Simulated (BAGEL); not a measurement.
# Two attempts at triplet C2H2F2O

Wanted: a single-point energy of triplet C2H2F2O, ROHF/def2-SVP (density fitting with qzvpp-jkfit).

The results are computed with BAGEL 1.2.2.

4 further runs of the same task are left out: 1 that didn't finish, 3 set aside as unsound or not needed.

## 1. Starting point

C2H2F2O has 7 atoms, charge 0, and is taken as a triplet. As SMILES of the parent species, `FC1OC1F`. The coordinates come from a PBE0-D4/def2-TZVP relaxation. That shape belongs to the parent species and isn't relaxed for this state.

Bond lengths: F1–C2 1.341 Å, C2–O3 1.396 Å, C2–C4 1.451 Å, O3–C4 1.396 Å, C4–F5 1.341 Å, C2–H6 1.086 Å, C4–H7 1.086 Å. Some angles: F1–C2–O3 115.6°, F1–C2–C4 118.3°, O3–C2–C4 58.7°, C2–O3–C4 62.7°, C2–C4–O3 58.7°, C2–C4–F5 118.3°, O3–C4–F5 115.6°, F1–C2–H6 111.5°, O3–C2–H6 117.0°, C4–C2–H6 125.3°.

## 2. The input as first written

File calc.json:

```json
{ "bagel": [

{
  "title": "molecule",
  "basis": "svp",
  "df_basis": "qzvpp-jkfit",
  "angstrom": "true",
  "geometry": [
    { "atom": "F", "xyz": [      -1.664000,       0.243600,       0.558700 ] },
    { "atom": "C", "xyz": [      -0.421700,      -0.262000,       0.552400 ] },
    { "atom": "O", "xyz": [      -0.074300,      -0.991300,      -0.585800 ] },
    { "atom": "C", "xyz": [       0.527200,       0.256600,      -0.415700 ] },
    { "atom": "F", "xyz": [       0.116200,       1.216500,      -1.257500 ] },
    { "atom": "H", "xyz": [      -0.164000,      -0.696100,       1.514300 ] },
    { "atom": "H", "xyz": [       1.606300,       0.271400,      -0.291800 ] }
  ]
},

{ "title": "uhf", "charge": 0, "nopen": 2 },

{ "title": "print", "file": "orbitals.molden", "orbitals": "true" }

]}
```

Command:

```sh
$ BAGEL_NUM_THREADS=1 BAGEL calc.json > calc.out
```

Output:

```text
* using 1 threads per process

  ===============================================================
  ===============================================================

  *** Geometry ***

  { "atom" : "F", "xyz" : [     -3.144504,      0.460337,      1.055790 ] },
  { "atom" : "C", "xyz" : [     -0.796898,     -0.495108,      1.043885 ] },
  { "atom" : "O", "xyz" : [     -0.140407,     -1.873286,     -1.107002 ] },
  { "atom" : "C", "xyz" : [      0.996264,      0.484904,     -0.785559 ] },
  { "atom" : "F", "xyz" : [      0.219586,      2.298852,     -2.376331 ] },
  { "atom" : "H", "xyz" : [     -0.309915,     -1.315438,      2.861612 ] },
  { "atom" : "H", "xyz" : [      3.035467,      0.512872,     -0.551422 ] },

  Number of auxiliary basis functions:      417

  Since a DF basis is specified, we compute 2- and 3-index integrals:
    o Being stored without compression. Storage requirement is 0.021 GB

  Number of basis functions:       80
  Number of electrons      :       40

    * METHOD: MOLECULE                             0.16

  *** Open-shell HF ***

  === Nuclear Repulsion ===
   185.0079652992

      * DIIS with orbital gradients will be used.

  === UHF iteration (svp) ===
      0       -349.65852855          0.04112244           0.08
      1       -349.79909989          0.03106201           0.09
      2       -349.85771996          0.02164461           0.09
      3       -349.91036631          0.00160843           0.08
      4       -349.91379128          0.00105850           0.08
      5       -349.91570770          0.00077322           0.09
      6       -349.91794267          0.00061589           0.09
      7       -349.92048645          0.00057867           0.09
      8       -349.92086897          0.00053937           0.09
      9       -349.92188935          0.00045715           0.09
     10       -349.92404367          0.00047694           0.09
     11       -349.92450377          0.00039078           0.08
     12       -349.92474170          0.00038149           0.09
     13       -349.92528738          0.00024335           0.09
     14       -349.92566142          0.00020286           0.08
     15       -349.92590722          0.00018669           0.08
     16       -349.92602904          0.00017664           0.09
     17       -349.92640503          0.00016477           0.09
     18       -349.92658854          0.00012296           0.08
     19       -349.92679968          0.00017378           0.08
     20       -349.92682621          0.00012453           0.09
     21       -349.92683737          0.00005975           0.09
     22       -349.92684617          0.00005257           0.08
     23       -349.92685250          0.00004773           0.08
     24       -349.92686311          0.00003574           0.09
     25       -349.92687078          0.00002752           0.09
     26       -349.92687523          0.00002613           0.08
[... 60 lines of this table left out ...]
     87       -349.92686519          0.00000035           0.08
     88       -349.92686519          0.00000035           0.08
     89       -349.92686519          0.00000034           0.08
     90       -349.92686519          0.00000033           0.08
     91       -349.92686519          0.00000033           0.09
     92       -349.92686519          0.00000031           0.09
     93       -349.92686519          0.00000032           0.08
     94       -349.92686519          0.00000031           0.08
     95       -349.92686519          0.00000031           0.08
     96       -349.92686519          0.00000031           0.08
     97       -349.92686519          0.00000031           0.08
     98       -349.92686519          0.00000030           0.08
     99       -349.92686519          0.00000027           0.08
    * Max iteration reached in SCF.

    * S^2 (UHF) is 2.0170

    * Permanent dipole moment:
           (    0.265880,     0.049801,     0.289309) a.u.

    * METHOD: UHF                                  8.56

    * METHOD: PRINT                                0.02

  ===============================================================
```

Wall time 9 s (1 thread of Arm Neoverse V1, shared host); peak memory 0.097 GiB.

## 3. Diagnosis

The run stopped without converging.

In place of `{ "title": "uhf", "charge": 0, "nopen": 2 },`, `BAGEL_NUM_THREADS=1 BAGEL calc.json > calc.out` the sound input has `{ "title": "rohf", "nopen": 2 },`, `BAGEL_NUM_THREADS=1 BAGEL hf.json > hf.out`. The next try takes another reference, ROHF in place of UHF: a different method, not a cure for the first.

## 4. Second attempt

File hf.json:

```json
{ "bagel": [

{
  "title": "molecule",
  "basis": "svp",
  "df_basis": "qzvpp-jkfit",
  "angstrom": "true",
  "geometry": [
    { "atom": "F", "xyz": [      -1.664000,       0.243600,       0.558700 ] },
    { "atom": "C", "xyz": [      -0.421700,      -0.262000,       0.552400 ] },
    { "atom": "O", "xyz": [      -0.074300,      -0.991300,      -0.585800 ] },
    { "atom": "C", "xyz": [       0.527200,       0.256600,      -0.415700 ] },
    { "atom": "F", "xyz": [       0.116200,       1.216500,      -1.257500 ] },
    { "atom": "H", "xyz": [      -0.164000,      -0.696100,       1.514300 ] },
    { "atom": "H", "xyz": [       1.606300,       0.271400,      -0.291800 ] }
  ]
},

{ "title": "rohf", "nopen": 2 },

{ "title": "print", "file": "orbitals.molden", "orbitals": "true" }

]}
```

Command:

```sh
$ BAGEL_NUM_THREADS=1 BAGEL hf.json > hf.out
```

Output:

```text
* using 1 threads per process

  ===============================================================
  ===============================================================

  *** Geometry ***

  { "atom" : "F", "xyz" : [     -3.144504,      0.460337,      1.055790 ] },
  { "atom" : "C", "xyz" : [     -0.796898,     -0.495108,      1.043885 ] },
  { "atom" : "O", "xyz" : [     -0.140407,     -1.873286,     -1.107002 ] },
  { "atom" : "C", "xyz" : [      0.996264,      0.484904,     -0.785559 ] },
  { "atom" : "F", "xyz" : [      0.219586,      2.298852,     -2.376331 ] },
  { "atom" : "H", "xyz" : [     -0.309915,     -1.315438,      2.861612 ] },
  { "atom" : "H", "xyz" : [      3.035467,      0.512872,     -0.551422 ] },

  Number of auxiliary basis functions:      417

  Since a DF basis is specified, we compute 2- and 3-index integrals:
    o Being stored without compression. Storage requirement is 0.021 GB

  Number of basis functions:       80
  Number of electrons      :       40

    * METHOD: MOLECULE                             0.16

  *** Open-shell HF ***

  === Nuclear Repulsion ===
   185.0079652992

      * DIIS with orbital gradients will be used.

  === ROHF iteration (svp) ===
      0       -349.65852855          0.04112244           0.09
      1       -349.79001462          0.03138234           0.09
      2       -349.84682764          0.02218161           0.09
      3       -349.90213525          0.00172392           0.09
      4       -349.90576075          0.00121552           0.09
      5       -349.90804041          0.00087285           0.08
      6       -349.91081406          0.00073606           0.09
      7       -349.91429092          0.00069582           0.09
      8       -349.91489615          0.00062577           0.09
      9       -349.91559308          0.00051337           0.09
     10       -349.91753814          0.00045807           0.08
     11       -349.91815097          0.00032814           0.09
     12       -349.91826290          0.00028360           0.09
     13       -349.91868768          0.00021433           0.09
     14       -349.91892812          0.00018988           0.08
     15       -349.91927073          0.00016607           0.08
     16       -349.91956209          0.00012963           0.09
     17       -349.91972520          0.00009186           0.09
     18       -349.91969952          0.00010359           0.09
     19       -349.91975175          0.00008763           0.08
     20       -349.91974323          0.00003931           0.09
     21       -349.91974680          0.00001647           0.09
     22       -349.91974650          0.00001516           0.08
     23       -349.91974650          0.00001420           0.09
     24       -349.91974726          0.00001444           0.08
     25       -349.91974701          0.00001397           0.09
     26       -349.91974637          0.00001285           0.08
[... 32 lines of this table left out ...]
     59       -349.91974437          0.00000004           0.09
     60       -349.91974437          0.00000004           0.09
     61       -349.91974437          0.00000003           0.08
     62       -349.91974437          0.00000003           0.09
     63       -349.91974437          0.00000003           0.09
     64       -349.91974436          0.00000003           0.09
     65       -349.91974436          0.00000003           0.09
     66       -349.91974437          0.00000003           0.08
     67       -349.91974437          0.00000002           0.09
     68       -349.91974437          0.00000002           0.09
     69       -349.91974437          0.00000001           0.09
     70       -349.91974437          0.00000001           0.08
     71       -349.91974436          0.00000001           0.08
    * SCF iteration converged.

    * S^2 (ROHF) is 2.0000

    * Permanent dipole moment:
           (    0.212904,     0.010764,     0.215069) a.u.

    * METHOD: ROHF                                 6.26

    * METHOD: PRINT                                0.02

  ===============================================================
```

Wall time 6.6 s (1 thread of Arm Neoverse V1, shared host); peak memory 0.097 GiB.

## 5. Outcome

At ROHF/def2-SVP (density fitting with qzvpp-jkfit):

```
     quantity          value
 total energy  -349.91974 Eh
dipole moment         0.77 D
         ⟨S²⟩          2.000
```
